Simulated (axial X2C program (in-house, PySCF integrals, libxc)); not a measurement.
## Correcting the dissociation energy of CO for spin–orbit coupling

A spin-free CCSD(T) curve (one-electron X2C) was computed with an axial X2C code built on PySCF integrals, basis O dyall-av3z [7s6p3d2f], C dyall-v3z [7s6p2d1f] (cores contracted in-house), for the state M_S = 0, Λ = 0 (closed shell). It gives D0 = 10.810 eV to O + C, which in a spin-free picture are the weighted means of the ground terms.

Correlated methods: 10 electrons correlated (number of frozen shells: O 1 s; C 1 s), 172 virtual spin orbitals or spinors in MP2, 88 natural virtuals in coupled cluster.

Measured levels of the ground terms (NIST Handbook of Basic Atomic Spectroscopic Data), in cm⁻¹: O 3P: J = 2 at 0, J = 1 at 158.3, J = 0 at 227; C 3P: J = 0 at 0, J = 1 at 16.4, J = 2 at 43.4.

The molecular state has Λ = 0, so it has no first-order lowering.

(1) How far does each ground level lie under the (2J+1)-weighted mean of its term?

(2) Correct D0.

Second-order spin–orbit effects in the molecule, which grow quickly with Z, are left out. Occupations by symmetry block were frozen at the best pattern of an incomplete PBE0 search. De is counted from the lowest determinant-based energies of the atoms at the same level, without counterpoise correction. Coupled cluster ran in a truncated set of natural virtual spinors; the MP2 energy of the rest was added. (T) has no such correction and the atoms are truncated less, which lowers De at CCSD(T) by a hundredth of an eV or more.

Answers

(1) O: (5 × 0 + 3 × 158.3 + 1 × 227)/9 = 78 cm⁻¹; C: (1 × 0 + 3 × 16.4 + 5 × 43.4)/9 = 30 cm⁻¹.

(2) D0 = 10.810 + (0 − 108)/8065.5 = 10.797 eV at CCSD(T) with these spin–orbit terms.
